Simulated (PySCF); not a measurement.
Structure with atom numbers: `[N:1]#[C:2][C:3]1=[CH:4][CH2:5][CH2:6]1`. Hydrogens are named by the atom that carries them.

- structure optimised with PBE0-D3(BJ)/def2-SVP
- GIAO PBE0/pcSseg-1 shieldings
- program: PySCF
- no solvent model, one conformer, rapidly exchanging positions averaged, relativity neglected

Referencing at the same level of theory: 13C (σ = 184.41 ppm) and 1H (σ = 31.27 ppm) vs TMS; 15N (σ = 265.67 ppm) vs NH3.

| atoms | nucleus | count | δ (ppm) |
| --- | --- | --- | --- |
| H(C5) | 1H | 2 | 2.59 |
| H(C4) | 1H | 1 | ? |
| H(C6) | 1H | 2 | ? |
| C6 | 13C | 1 | 35.1 |
| C3 | 13C | 1 | 127.0 |
| C2 | 13C | 1 | ? |
| N1 | 15N | 1 | 323.5 |
| C5 | 13C | 1 | 31.9 |
| C4 | 13C | 1 | 162.3 |

Estimate the values marked ?.

## Answers


- C2: 118.7 ppm, nitrile carbon; C≡N carbons fall here, among the sp2 signals but without a proton
- H(C4): 6.86 ppm, hydrogen on an alkene CH; olefinic region
- H(C6): 2.78 ppm, hydrogen on an allylic sp3 CH2; allylic position

Shifts are as computed. Against solution values, carbons near 30 ppm lie about +2 ppm off and those near 130 ppm about +5 ppm. Of 1211 compounds with measured shifts, 218 miss one by over three times the rms of a fit or turn the order of signals round; such compounds aren't used in these exercises. Experimental scales use liquid or dissolved standards, which lie at an offset from isolated NH3 (liquid NH3: subtract about 20 ppm). Unscaled 15N shifts of sp2 nitrogen come out 20 to 40 ppm too high even then.
